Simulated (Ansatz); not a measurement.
# BNH+ (singlet): the correlation ladder, cc-pVDZ

An exercise on one series of results from a longer session: the logs are not shown, and one member is left open.

Method: cc-pVDZ, core rule «outside noble gas», up to 2 orbitals frozen; program: Ansatz 0.2.0, Gaussian basis.

To be run: UHF; CCSD(T) on RHF; CCSD(T) on UHF; BCCD(T) on RHF; CISD; CCSDT(Q) on RHF; CCSDT(Q) on UHF.

7 further runs of the same task are left out: 2 for a known fault of the program, 5 set aside as unsound or not needed.

## The system

The geometry is a PBE0/def2-TZVP stationary point (not a proven minimum) of the parent state, kept for this charge and spin.

3 atoms, charge 1, spin multiplicity 1.

Atoms are counted from 1 here; the program's logs count them from 0.

Bond lengths: B1–N2 1.234 Å, N2–H3 0.993 Å. Angles: B1–N2–H3 180.0°.

The first run:

Input file in.yaml:

```yaml
crystal:
  periodic: [false, false, false]
  atoms:
    - {symbol: B, position_ang: [0.000000, 0.000000, 1.153245]}
    - {symbol: N, position_ang: [0.000000, 0.000000, -0.080303]}
    - {symbol: H, position_ang: [0.000000, 0.000000, -1.072942]}
basis:
  gaussian: {orbitals: cc-pVDZ}
total_charge: 1
magnetization: {spin_polarized: true, initial_magnetization: 0}
hamiltonian: {xc: hf}
output: {orbitals: {seedname: orbitals}}
```

The run is started by

```console
$ ansatz run in.yaml --threads 1 --pin off --events-out ev --progress --plain --max-ram 4096MiB --backend cpu
```

Steps of the session up to this table: UHF; CCSD(T) on RHF; CCSD(T) on UHF; BCCD(T) on RHF; CISD; CCSDT(Q) on RHF; CCSDT(Q) on UHF.

One table of the session follows, with a row left open; its other results are not shown here.

It belongs to the step «Misses and costs». 

```
   method  from RCCSDT(Q) (meV)
      RHF               +6832.0
      UHF               +4890.3
     RMP2                +525.1
     UMP2                +642.0
     CISD                +731.9
    RCCSD                +327.4
    UCCSD                     ?
 RCCSD(T)                 +50.5
 UCCSD(T)                 -88.3
  BCCD(T)                 +54.0
   RCCSDT                 +33.9
   UCCSDT                -200.9
RCCSDT(Q)                     0
UCCSDT(Q)                -251.0
```

**Question.** Estimate the row for UCCSD.

The run gave: from RCCSDT(Q) (meV): +46.8. In the column «from RCCSDT(Q) (meV)» it lies between RCCSDT (+33.9) and RCCSD(T) (+50.5).

The program flags UCCSD(T), UCCSDT(Q) as in doubt (see the logs), so those rows may rest on another solution; read them beside their warnings.

Limits of these values: The determinant is far from a pure spin state, so its energy mixes those of several spin states (harmless only where they are near-degenerate, as at dissociation). The program flags UCCSD(T), UCCSDT(Q) as in doubt, so those rows may rest on another solution; read them beside their warnings. Warnings: restricted reference is unstable; spin contamination; large T1 diagnostic. Restricted and unrestricted rows rest on different reference determinants; where their highest levels disagree by more than a few hundredths of an eV, they describe different states and don't form one ladder.
